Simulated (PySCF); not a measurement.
Species: C4H8FN.
Numbering: `[CH3:1]/[N:2]=[C:3](/[CH3:4])[CH2:5][F:6]`

A calculation gives these core lines: C 1s: 290.64 (area 1), 291.46 (area 1), 291.78 (area 1), 293.32 (area 1) eV; N 1s: 404.24 eV; F 1s: 692.72 eV.

Method used: delta-SCF UKS SCAN, pcX-2 on the ionised atom, pcseg-1 elsewhere, spin-free X2C in PySCF 2.14.0. One conformer (not necessarily the lowest) at the GFN2-xTB geometry, without solvent, vibrations or thermal averaging.

Q: Order the carbon atoms by C 1s binding energy.

A: 290.64 eV: C4 (methyl carbon); 291.46 eV: C1 (N-methyl carbon); 291.78 eV: C3 (imine carbon); 293.32 eV: C5 (sp3 C–F carbon). The listed C 1s values span 2.68 eV, from C4 (bonded to C and 3 H) to C5 (bonded to F, C and 2 H). The widest gap between neighbouring values is 1.54 eV, between 291.78 and 293.32 eV. Summing the Pauling electronegativity differences to the bonded atoms, each weighted by its formal bond order, gives -1.05 for the lowest site and +0.73 for the highest; the largest sum, +0.98, belongs to C3, 1.54 eV below the top.

Bonded neighbours of each site: C1: N and 3 H; N2: C (double bond) and C; C3: N (double bond) and 2 C; C4: C and 3 H; C5: F, C and 2 H; F6: C.

Q: Give the binding energy of N 1s of N2 (atom 2) in hartree and in kJ/mol.

A: 404.24 eV = 14.8555 Eh = 39003 kJ/mol.

The values belong to the conformer `[CH3:1]/[N:2]=[C:3](/[CH3:4])[CH2:5][F:6]`: N2–C3–C5–F6 180°.
